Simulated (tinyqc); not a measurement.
ROHF in the sto-3g basis, for H2O, spin multiplicity 3, step by step (part 2 of 2). Computed by tinyqc, a small Python program that keeps every step (integrals from PySCF). Command: `OMP_NUM_THREADS=1 python tinyqc.py 28729 28730 out.jsonl` (the two numbers bound the seeds that draw the settings). One thread of a shared host (Intel(R) Xeon(R) Processor @ 2.60GHz), about 0.08 s of CPU time with the checks.

Geometry (angstrom):
```
atom        x         y        z
O     0.00000   0.00000  0.00000
H     0.00000   0.78100  0.72400
H     0.00000  -0.78100  0.72400
```

## Iteration 2: building the Fock matrix

D(alpha) after iteration 1:
```
           1O 1s     1O 2s    1O 2px    1O 2py    1O 2pz     2H 1s     3H 1s
1O 1s    1.06622  -0.30670  -0.00687  -0.03162  -0.03207   0.10534   0.03879
1O 2s   -0.30670   1.48870   0.02561   0.11791   0.24589  -0.65516  -0.40704
1O 2px  -0.00687   0.02561   0.97195  -0.12915   0.01442   0.12811  -0.14365
1O 2py  -0.03162   0.11791  -0.12915   0.61929   0.06639   0.17793  -0.24951
1O 2pz  -0.03207   0.24589   0.01442   0.06639   1.14082  -0.37382  -0.23412
2H 1s    0.10534  -0.65516   0.12811   0.17793  -0.37382   0.84794   0.50268
3H 1s    0.03879  -0.40704  -0.14365  -0.24951  -0.23412   0.50268   0.69732
```

D(beta) after iteration 1:
```
           1O 1s     1O 2s    1O 2px    1O 2py    1O 2pz     2H 1s     3H 1s
1O 1s    1.05809  -0.24826  -0.00513  -0.02916   0.01054   0.02848  -0.02769
1O 2s   -0.24826   1.06813   0.00949   0.08421  -0.04693  -0.10986   0.08042
1O 2px  -0.00513   0.00949   0.95325  -0.21057   0.07273   0.10968  -0.07956
1O 2py  -0.02916   0.08421  -0.21057   0.26151   0.35105   0.04734  -0.00921
1O 2pz   0.01054  -0.04693   0.07273   0.35105   0.66957   0.15707  -0.06935
2H 1s    0.02848  -0.10986   0.10968   0.04734   0.15707   0.05538  -0.03058
3H 1s   -0.02769   0.08042  -0.07956  -0.00921  -0.06935  -0.03058   0.01828
```

core Hamiltonian H = T + V (hartree):
```
            1O 1s     1O 2s    1O 2px    1O 2py    1O 2pz     2H 1s     3H 1s
1O 1s   -32.60905  -7.58633   0.00000   0.00000  -0.01705  -1.34937  -1.34937
1O 2s    -7.58633  -9.23106   0.00000   0.00000  -0.20693  -3.10412  -3.10412
1O 2px    0.00000   0.00000  -7.37223   0.00000   0.00000   0.00000   0.00000
1O 2py    0.00000   0.00000   0.00000  -7.47700   0.00000  -1.63820   1.63820
1O 2pz   -0.01705  -0.20693   0.00000   0.00000  -7.46226  -1.58383  -1.58383
2H 1s    -1.34937  -3.10412   0.00000  -1.63820  -1.58383  -4.68489  -1.38067
3H 1s    -1.34937  -3.10412   0.00000   1.63820  -1.58383  -1.38067  -4.68489
```

nuclear repulsion = 8.2891704 hartree

Given earlier and not repeated: Two-electron integrals (ij|kl) in chemists' order.

J_ij = sum D_kl (ij|kl) with D = D(alpha) + D(beta), K_ij = sum D_kl (ik|jl) for each spin; F = H + J - K(s); E = tr D H + tr D J / 2 - 0.5 sum_s tr D(s) K(s) + E_nn.

Coulomb J (hartree):
```
           1O 1s    1O 2s    1O 2px    1O 2py   1O 2pz    2H 1s     3H 1s
1O 1s   17.57678  3.31725   0.00230   0.00990  0.01148  0.58938   0.58832
1O 2s    3.31725  8.23806   0.01313   0.05429  0.10504  2.77723   2.74241
1O 2px   0.00230  0.01313   8.24421  -0.02594  0.00845  0.00151   0.00776
1O 2py   0.00990  0.05429  -0.02594   8.19190  0.03980  1.62462  -1.56419
1O 2pz   0.01148  0.10504   0.00845   0.03980  8.25431  1.53530   1.50419
2H 1s    0.58938  2.77723   0.00151   1.62462  1.53530  4.86000   1.25443
3H 1s    0.58832  2.74241   0.00776  -1.56419  1.50419  1.25443   4.73143
```

exchange K(alpha) (hartree):
```
           1O 1s    1O 2s    1O 2px    1O 2py   1O 2pz    2H 1s     3H 1s
1O 1s    4.91530  0.84643  -0.00112  -0.00324  0.00289  0.15946   0.15683
1O 2s    0.84643  1.40287   0.01860   0.04794  0.03469  0.46965   0.50233
1O 2px  -0.00112  0.01860   1.14943  -0.06412  0.00971  0.02950  -0.01900
1O 2py  -0.00324  0.04794  -0.06412   1.01875  0.02070  0.31346  -0.29431
1O 2pz   0.00289  0.03469   0.00971   0.02070  1.19117  0.22966   0.25493
2H 1s    0.15946  0.46965   0.02950   0.31346  0.22966  0.69924   0.25814
3H 1s    0.15683  0.50233  -0.01900  -0.29431  0.25493  0.25814   0.70716
```

exchange K(beta) (hartree):
```
           1O 1s     1O 2s    1O 2px    1O 2py    1O 2pz    2H 1s     3H 1s
1O 1s    4.88630   0.81570  -0.00145  -0.00378   0.00218  0.15301   0.14663
1O 2s    0.81570   1.22624   0.01751   0.06278  -0.01596  0.40160   0.38066
1O 2px  -0.00145   0.01751   1.08266  -0.14511   0.06503  0.02011   0.02489
1O 2py  -0.00378   0.06278  -0.14511   0.53044   0.33184  0.20407  -0.02064
1O 2pz   0.00218  -0.01596   0.06503   0.33184   0.87379  0.26377   0.06480
2H 1s    0.15301   0.40160   0.02011   0.20407   0.26377  0.30656   0.14116
3H 1s    0.14663   0.38066   0.02489  -0.02064   0.06480  0.14116   0.16565
```

F(alpha) (hartree):
```
            1O 1s     1O 2s    1O 2px    1O 2py    1O 2pz     2H 1s     3H 1s
1O 1s   -19.94757  -5.11550   0.00342   0.01314  -0.00847  -0.91945  -0.91789
1O 2s    -5.11550  -2.39587  -0.00546   0.00636  -0.13657  -0.79654  -0.86404
1O 2px    0.00342  -0.00546  -0.27744   0.03818  -0.00125  -0.02799   0.02676
1O 2py    0.01314   0.00636   0.03818  -0.30384   0.01911  -0.32704   0.36832
1O 2pz   -0.00847  -0.13657  -0.00125   0.01911  -0.39912  -0.27819  -0.33457
2H 1s    -0.91945  -0.79654  -0.02799  -0.32704  -0.27819  -0.52413  -0.38438
3H 1s    -0.91789  -0.86404   0.02676   0.36832  -0.33457  -0.38438  -0.66062
```

F(beta) (hartree):
```
            1O 1s     1O 2s    1O 2px    1O 2py    1O 2pz     2H 1s     3H 1s
1O 1s   -19.91857  -5.08478   0.00375   0.01368  -0.00775  -0.91300  -0.90769
1O 2s    -5.08478  -2.21924  -0.00437  -0.00848  -0.08593  -0.72849  -0.74236
1O 2px    0.00375  -0.00437  -0.21068   0.11917  -0.05657  -0.01860  -0.01714
1O 2py    0.01368  -0.00848   0.11917   0.18447  -0.29204  -0.21765   0.09465
1O 2pz   -0.00775  -0.08593  -0.05657  -0.29204  -0.08174  -0.31230  -0.14443
2H 1s    -0.91300  -0.72849  -0.01860  -0.21765  -0.31230  -0.13145  -0.26740
3H 1s    -0.90769  -0.74236  -0.01714   0.09465  -0.14443  -0.26740  -0.11910
```

total energy of this density = -74.2857967 hartree

## Iteration 2: Roothaan effective Fock matrix

overlap S:
```
          1O 1s    1O 2s   1O 2px    1O 2py   1O 2pz    2H 1s     3H 1s
1O 1s   1.00000  0.23670  0.00000   0.00000  0.00000  0.04175   0.04175
1O 2s   0.23670  1.00000  0.00000   0.00000  0.00000  0.40691   0.40691
1O 2px  0.00000  0.00000  1.00000   0.00000  0.00000  0.00000   0.00000
1O 2py  0.00000  0.00000  0.00000   1.00000  0.00000  0.25962  -0.25962
1O 2pz  0.00000  0.00000  0.00000   0.00000  1.00000  0.24067   0.24067
2H 1s   0.04175  0.40691  0.00000   0.25962  0.24067  1.00000   0.23479
3H 1s   0.04175  0.40691  0.00000  -0.25962  0.24067  0.23479   1.00000
```

With projectors Pc = D(beta) S, Po = (D(alpha) - D(beta)) S, Pv = 1 - D(alpha) S, the block xy is Px^T F Py; with Fc = (F(alpha) + F(beta))/2, the blocks are Fc for cc, oo, vv and cv, F(beta) for co and F(alpha) for ov.

effective F (hartree):
```
            1O 1s     1O 2s    1O 2px    1O 2py    1O 2pz     2H 1s     3H 1s
1O 1s   -19.93310  -5.10020   0.00342   0.01213  -0.00694  -0.91881  -0.91387
1O 2s    -5.10020  -2.30680  -0.00725  -0.01424  -0.10200  -0.76441  -0.79138
1O 2px    0.00342  -0.00725  -0.24573   0.07220  -0.02679  -0.02585   0.00587
1O 2py    0.01213  -0.01424   0.07220  -0.07929  -0.13599  -0.27949   0.22571
1O 2pz   -0.00694  -0.10200  -0.02679  -0.13599  -0.23232  -0.29262  -0.22342
2H 1s    -0.91881  -0.76441  -0.02585  -0.27949  -0.29262  -0.32018  -0.32463
3H 1s    -0.91387  -0.79138   0.00587   0.22571  -0.22342  -0.32463  -0.37493
```

## Iteration 2: DIIS over 2 matrices

error matrix X^T (FDS - SDF) X:
```
          1         2         3         4         5         6         7
1   0.00000  -0.00890   0.04651   0.16422  -0.02041  -0.18871   0.09018
2   0.00890   0.00000  -0.03638  -0.18668   0.05013   0.22907   0.00143
3  -0.04651   0.03638   0.00000   0.08937   0.00423  -0.05087   0.09409
4  -0.16422   0.18668  -0.08937   0.00000  -0.02127   0.25726  -0.06951
5   0.02041  -0.05013  -0.00423   0.02127   0.00000   0.15080   0.02543
6   0.18871  -0.22907   0.05087  -0.25726  -0.15080   0.00000  -0.04064
7  -0.09018  -0.00143  -0.09409   0.06951  -0.02543   0.04064   0.00000
```

B (overlaps of the stored error matrices):
```
               1              2
1  3.9797927e+02  6.4782980e+00
2  6.4782980e+00  5.6096418e-01
```

Minimise |sum c_i e_i|^2 with sum c_i = 1: solve [B -1; -1 0][c; lambda] = [0; -1] with B_ij = tr e_i^T e_j, and take F = sum c_i F_i.

DIIS coefficients: -0.01535  1.01535

extrapolated F (hartree):
```
            1O 1s     1O 2s    1O 2px    1O 2py    1O 2pz     2H 1s     3H 1s
1O 1s   -19.91026  -5.09826   0.00355   0.01083  -0.00660  -0.91797  -0.91465
1O 2s    -5.09826  -2.29940  -0.00633  -0.01360  -0.10356  -0.76401  -0.78964
1O 2px    0.00355  -0.00633  -0.23631   0.07150  -0.02778  -0.02532   0.00557
1O 2py    0.01083  -0.01360   0.07150  -0.06994  -0.13539  -0.27794   0.22492
1O 2pz   -0.00660  -0.10356  -0.02778  -0.13539  -0.22216  -0.29228  -0.22334
2H 1s    -0.91797  -0.76401  -0.02532  -0.27794  -0.29228  -0.31766  -0.32546
3H 1s    -0.91465  -0.78964   0.00557   0.22492  -0.22334  -0.32546  -0.37180
```

## Iteration 2: diagonalisation and new density

X:
```
           1O 1s     1O 2s   1O 2px    1O 2py    1O 2pz     2H 1s     3H 1s
1O 1s    1.02374  -0.13799  0.00000   0.00000  -0.00881   0.01938   0.01938
1O 2s   -0.13799   1.17295  0.00000   0.00000   0.08735  -0.23408  -0.23408
1O 2px   0.00000   0.00000  1.00000   0.00000   0.00000   0.00000   0.00000
1O 2py   0.00000   0.00000  0.00000   1.07241   0.00000  -0.17857   0.17857
1O 2pz  -0.00881   0.08735  0.00000   0.00000   1.05052  -0.13588  -0.13588
2H 1s    0.01938  -0.23408  0.00000  -0.17857  -0.13588   1.14901  -0.08489
3H 1s    0.01938  -0.23408  0.00000   0.17857  -0.13588  -0.08489   1.14901
```

Diagonalise F' = X^T F X, C = X C', fill 6 alpha and 4 beta electrons from the bottom; D(s) = C_occ C_occ^T. Each column has its largest component positive (the first on a tie).

F' = X^T F X (hartree):
```
           1         2         3         4         5         6         7
1  -19.53486  -2.66956   0.00437   0.01502  -0.02880  -0.12892  -0.11771
2   -2.66956  -1.23263  -0.00572  -0.02020   0.03806  -0.34987  -0.37048
3    0.00437  -0.00572  -0.23631   0.08219  -0.02709  -0.03700   0.02664
4    0.01502  -0.02020   0.08219   0.11093  -0.13234  -0.34372   0.31848
5   -0.02880   0.03806  -0.02709  -0.13234  -0.12035  -0.24297  -0.19601
6   -0.12892  -0.34987  -0.03700  -0.34372  -0.24297   0.08225  -0.14745
7   -0.11771  -0.37048   0.02664   0.31848  -0.19601  -0.14745  -0.00157
```

orbital energies (hartree): MO1 -19.91937, MO2 -1.09800, MO3 -0.41161, MO4 -0.27078, MO5 -0.20696, MO6 0.33890, MO7 0.63526

coefficients C:
```
             MO1       MO2       MO3       MO4       MO5       MO6       MO7
1O 1s    0.99409  -0.24200   0.05711   0.05227  -0.05925   0.10764   0.00621
1O 2s    0.02568   0.89588  -0.27484  -0.27010   0.31773  -0.67732  -0.02477
1O 2px  -0.00017   0.01042  -0.05686   0.77113   0.62512   0.01877   0.10434
1O 2py  -0.00068   0.03520   0.49994  -0.27543   0.23151   0.02874   0.91234
1O 2pz   0.00270   0.10683   0.55529   0.34818  -0.34247  -0.76251  -0.09237
2H 1s   -0.00454   0.10976   0.45045   0.03719   0.09242   0.81242  -0.74029
3H 1s   -0.00518   0.14048  -0.15980   0.32858  -0.56721   0.62025   0.75713
```

D(alpha) after iteration 2:
```
           1O 1s     1O 2s    1O 2px    1O 2py    1O 2pz     2H 1s     3H 1s
1O 1s    1.06787  -0.31282  -0.00065  -0.00566  -0.03503   0.07856   0.06927
1O 2s   -0.31282   1.51147   0.00258   0.02260   0.25677  -0.55654  -0.51944
1O 2px  -0.00065   0.00258   0.98911  -0.09519   0.00964   0.07724  -0.07900
1O 2py  -0.00566   0.02260  -0.09519   0.38147   0.08427   0.26357  -0.27893
1O 2pz  -0.03503   0.25677   0.00964   0.08427   1.13971  -0.37634  -0.23803
2H 1s    0.07856  -0.55654   0.07724   0.26357  -0.37634   0.88492   0.40716
3H 1s    0.06927  -0.51944  -0.07900  -0.27893  -0.23803   0.40716   0.85970
```

D(beta) after iteration 2:
```
           1O 1s     1O 2s    1O 2px    1O 2py    1O 2pz     2H 1s     3H 1s
1O 1s    1.05277  -0.22109   0.03437   0.00496   0.02675  -0.00341  -0.03110
1O 2s   -0.22109   0.95174  -0.18332  -0.03149  -0.15089  -0.03563   0.08089
1O 2px   0.03437  -0.18332   0.59799  -0.24045   0.23804   0.00421   0.26393
1O 2py   0.00496  -0.03149  -0.24045   0.32705   0.18547   0.21882  -0.16544
1O 2pz   0.02675  -0.15089   0.23804   0.18547   0.44100   0.27479   0.04067
2H 1s   -0.00341  -0.03563   0.00421   0.21882   0.27479   0.21635  -0.04432
3H 1s   -0.03110   0.08089   0.26393  -0.16544   0.04067  -0.04432   0.15326
```

## Iteration 17 (converged): orbitals

converged F (hartree):
```
            1O 1s     1O 2s    1O 2px    1O 2py    1O 2pz     2H 1s     3H 1s
1O 1s   -20.38804  -5.19008   0.00000   0.00000  -0.00669  -0.93603  -0.93603
1O 2s    -5.19008  -2.48826   0.00000   0.00000  -0.04282  -0.87398  -0.87398
1O 2px    0.00000   0.00000  -0.16694   0.00000   0.00000   0.00000   0.00000
1O 2py    0.00000   0.00000   0.00000  -0.39523   0.00000  -0.34949   0.34950
1O 2pz   -0.00669  -0.04282   0.00000   0.00000  -0.46770  -0.31645  -0.31645
2H 1s    -0.93603  -0.87398   0.00000  -0.34949  -0.31645  -0.48083  -0.38496
3H 1s    -0.93603  -0.87398   0.00000   0.34950  -0.31645  -0.38496  -0.48083
```

As before.

F' = X^T F X (hartree):
```
           1         2         3         4         5         6         7
1  -20.01375  -2.68448   0.00000   0.00000  -0.03718  -0.12519  -0.12519
2   -2.68448  -1.37377   0.00000   0.00000   0.12489  -0.40940  -0.40940
3    0.00000   0.00000  -0.16694   0.00000   0.00000   0.00000   0.00000
4    0.00000   0.00000   0.00000  -0.19295  -0.00001  -0.38795   0.38796
5   -0.03718   0.12489   0.00000  -0.00001  -0.35074  -0.25085  -0.25086
6   -0.12519  -0.40940   0.00000  -0.38795  -0.25085  -0.04169  -0.17854
7   -0.12519  -0.40940   0.00000   0.38796  -0.25086  -0.17854  -0.04169
```

orbital energies (hartree): MO1 -20.39594, MO2 -1.28114, MO3 -0.60094, MO4 -0.56799, MO5 -0.16694, MO6 0.28658, MO7 0.54484

coefficients C:
```
             MO1       MO2       MO3       MO4       MO5       MO6       MO7
1O 1s    0.99456  -0.23988   0.00000   0.07739   0.00000  -0.12339   0.00000
1O 2s    0.02360   0.88671   0.00001  -0.40141   0.00001   0.75109  -0.00002
1O 2px   0.00000   0.00000   0.00000   0.00001   1.00000   0.00000   0.00000
1O 2py   0.00000   0.00000   0.70986   0.00000   0.00000   0.00002   0.84258
1O 2pz   0.00231   0.04753   0.00001   0.79701  -0.00001   0.71467  -0.00002
2H 1s   -0.00419   0.14158   0.37735   0.26869   0.00000  -0.73999  -0.80667
3H 1s   -0.00419   0.14158  -0.37736   0.26869   0.00000  -0.73995   0.80671
```

D(alpha) after iteration 17:
```
           1O 1s     1O 2s   1O 2px    1O 2py    1O 2pz     2H 1s     3H 1s
1O 1s    1.06791  -0.31297  0.00000   0.00000  -0.03560   0.07397   0.07397
1O 2s   -0.31297   1.51208  0.00000   0.00001   0.25906  -0.53821  -0.53818
1O 2px   0.00000   0.00000  1.00000   0.00000   0.00000   0.00000   0.00000
1O 2py   0.00000   0.00001  0.00000   0.50390   0.00002   0.26785  -0.26788
1O 2pz  -0.03560   0.25906  0.00000   0.00002   1.14824  -0.30798  -0.30795
2H 1s    0.07397  -0.53821  0.00000   0.26785  -0.30798   0.78223   0.49741
3H 1s    0.07397  -0.53818  0.00000  -0.26788  -0.30795   0.49741   0.78218
```

D(beta) after iteration 17:
```
           1O 1s     1O 2s    1O 2px    1O 2py    1O 2pz     2H 1s     3H 1s
1O 1s    1.05268  -0.22030   0.00000   0.00000   0.05258  -0.01734  -0.01733
1O 2s   -0.22030   0.94794  -0.00001   0.00000  -0.27773   0.01759   0.01758
1O 2px   0.00000  -0.00001   0.00000   0.00000   0.00001   0.00000   0.00000
1O 2py   0.00000   0.00000   0.00000   0.50390   0.00000   0.26787  -0.26787
1O 2pz   0.05258  -0.27773   0.00001   0.00000   0.63748   0.22087   0.22087
2H 1s   -0.01734   0.01759   0.00000   0.26787   0.22087   0.23465  -0.05014
3H 1s   -0.01733   0.01758   0.00000  -0.26787   0.22087  -0.05014   0.23466
```

## Convergence

Stop when the energy changes by less than 1e-09 hartree and every element of the error matrix X^T (F D S - S D F) X is below 9e-06.

Course of the cycle:
```
iteration  E (hartree)     change  largest element of the error matrix
1          -61.4755323          -                             9.71e+00
2          -74.2857967  -1.28e+01                             2.57e-01
3          -74.5327021  -2.47e-01                             8.39e-02
4          -74.5980552  -6.54e-02                             4.44e-02
5          -74.6425029  -4.44e-02                             3.19e-02
6          -74.6554193  -1.29e-02                             1.78e-02
7          -74.6588270  -3.41e-03                             6.65e-03
8          -74.6594129  -5.86e-04                             1.92e-03
9          -74.6594567  -4.37e-05                             1.76e-03
10         -74.6594824  -2.58e-05                             1.49e-03
11         -74.6595276  -4.52e-05                             1.09e-03
12         -74.6595976  -7.00e-05                             3.07e-04
13         -74.6595984  -7.76e-07                             1.45e-04
14         -74.6595996  -1.22e-06                             4.97e-05
15         -74.6595996  -1.19e-08                             1.20e-05
16         -74.6595996  -1.98e-09                             6.07e-06
17         -74.6595996  -8.58e-10                             2.04e-06
```

PySCF ROHF in the same basis = -74.6595996 hartree

Converged in 17 iterations.

## Populations, bond orders and dipole

Mulliken: Z minus the diagonal of D S on the atom; Loewdin: the same with S^(1/2) D S^(1/2); Mayer order: 2 sum_s sum (D(s) S)_ij (D(s) S)_ji over the two atoms.

Charges (e):
```
atom  Mulliken   Loewdin  Mulliken spin
1O     0.06104   0.11508        1.34701
2H    -0.03053  -0.05755        0.32651
3H    -0.03051  -0.05753        0.32648
```

Mayer bond orders:
```
pair    order
2-1   0.68569
3-1   0.68572
3-2   0.20677
```

dipole moment about the origin, x y z (debye): 0.00001  -0.00010  -0.03646
